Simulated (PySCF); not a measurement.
pyrrole (C4H5N), SMILES c1cc[nH]c1. The structure is a stationary point at B3LYP-D3(BJ)/def2-SVP.

Computed equilibrium geometry at B3LYP-D3(BJ)/def2-SVP (PySCF confirms it by a frequency run) as Cartesian coordinates in Å, and its point group:
point group C2v.
```xyz
10

C      0.0000     0.7135     0.9858
C      0.0000    -0.7135     0.9858
C      0.0000    -1.1248    -0.3342
N      0.0000     0.0000    -1.1223
C      0.0000     1.1248    -0.3342
H      0.0000     1.3667     1.8561
H      0.0000    -1.3667     1.8561
H      0.0000    -2.1209    -0.7708
H      0.0000     0.0000    -2.1333
H      0.0000     2.1209    -0.7708
```
